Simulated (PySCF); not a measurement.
## HCl, SMILES `Cl` (charge 0, multiplicity 1)

These are TPSSh-D3(BJ)/def2-TZVP // PBE0-D3(BJ)/def2-TZVP (PySCF) values and carry that method's errors.

```json
{
  "HOMO": "-8.63 eV",
  "dipole_moment": "1.24 D",
  "HOMO–LUMO gap": "8.58 eV",
  "LUMO": "-0.05 eV",
  "vertical ionisation energy (Delta-SCF)": "12.66 eV",
  "adiabatic ionisation energy (no zero-point term)": "12.63 eV",
  "hole reorganisation energy (four-point)": "0.051 eV",
  "total_energy": "-460.8329 Ha",
  "cost": "about 16 core-seconds (a rough figure)"
}
```

Bonded distances (Å): Cl1–H2 1.279.
Charge 0, spin multiplicity 1.
